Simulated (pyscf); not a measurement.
Thermochemistry of product channels of :HC–F (SMILES [CH]F) [singlet] + HC≡CH (SMILES C#C) on the singlet surface, in kcal/mol, from CCSD(T)/def2-TZVPP + ΔMP2(QZVPP) energies (ideal gas, 1 atm, RRHO with modes under 100 cm⁻¹ raised to 100, one conformer, R ln 2 for rigid chiral ones). Optimised with ωB97X-D3(BJ)/def2-SVP in PySCF. Correlated levels are frozen-core, on RHF or UHF. ΔMP2 is the change of the MP2 total energy from the triple- to the quadruple-zeta basis.

| products | ΔE | ΔH(298 K) | ΔG(298 K) | ΔG(600 K) |
|---|---|---|---|---|
| C₃H₃F (SMILES FC1C=C1) | -77.7 | -73.6 | -62.5 | -51.0 |
| HC≡C–CH₂–F (SMILES C#CCF) | -88.3 | -83.7 | -73.4 | -62.8 |
| H₂C=C=CH–F (SMILES C=C=CF) | -87.7 | -83.7 | -73.3 | -62.7 |

These are energies of the channels, which say nothing of barriers. A restricted singlet here is unstable towards spin polarisation, as is usual where a triplet lies low; its energy is less safe. The CCSD(T) − MP2 part came from Ansatz, without density fitting, on the same reference.
